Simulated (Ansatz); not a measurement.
# Which is lower?

Two relaxed structures of HS2O (charge -1), closed shell (PBE0-D4/def2-TZVPD; forces vanish, vibrations not checked).

A:

```
4
angstrom
O 1.2363 1.3713 -1.7265
S -0.2326 0.6605 0.7621
S 0.4541 0.2568 -1.0940
H 1.4294 -0.6440 -0.7045
```

B:

```
4
angstrom
O -1.7334 -0.0680 0.7544
S -0.3719 0.6324 0.8429
S 0.7727 0.3286 -0.9035
H 1.3327 -0.8930 -0.6938
```

Ansatz 0.2.0; basis: def2-TZVPPD; cores frozen in the correlated methods. B3LYP uses VWN-RPA correlation.

(1) Which structure is lower at CCSD(T), and by how much? (An estimate is asked for; the value comes from the calculation.)

The T1 diagnostic stays at or below 0.021.

Results:

(1) By the calculation: A, by 14.9 kJ/mol (electronic energy, against the other). By their contacts, A is HS₂O ([O][SH][S]), total charge -1 and B is HS₂O ([O][S][SH]), total charge -1.

All methods give the same order:

```json
{"method": "PBE-D4", "E(B) − E(A) (kJ/mol)": "10.2"}
{"method": "r2SCAN-D4", "E(B) − E(A) (kJ/mol)": "16.7"}
{"method": "PBE0-D4", "E(B) − E(A) (kJ/mol)": "16.6"}
{"method": "B3LYP-D4", "E(B) − E(A) (kJ/mol)": "11.0"}
{"method": "wB97M-V", "E(B) − E(A) (kJ/mol)": "14.6"}
{"method": "HF", "E(B) − E(A) (kJ/mol)": "24.2"}
{"method": "MP2", "E(B) − E(A) (kJ/mol)": "19.0"}
{"method": "CCSD", "E(B) − E(A) (kJ/mol)": "16.6"}
{"method": "CCSD(T)", "E(B) − E(A) (kJ/mol)": "14.9"}
```

Labels in which every atom is bracketed show which atoms are joined, not bond orders.

For scale, one of the runs: CCSD(T)/def2-TZVPPD, 159 basis functions, launched by `ansatz run in.yaml --threads 2 --pin off --events-out ev --progress --plain --max-ram 4352MiB`. Hardware: 2 CPU threads of an AMD EPYC 7R13, shared host. Wall time 26 s; peak host memory 1.1 GiB.
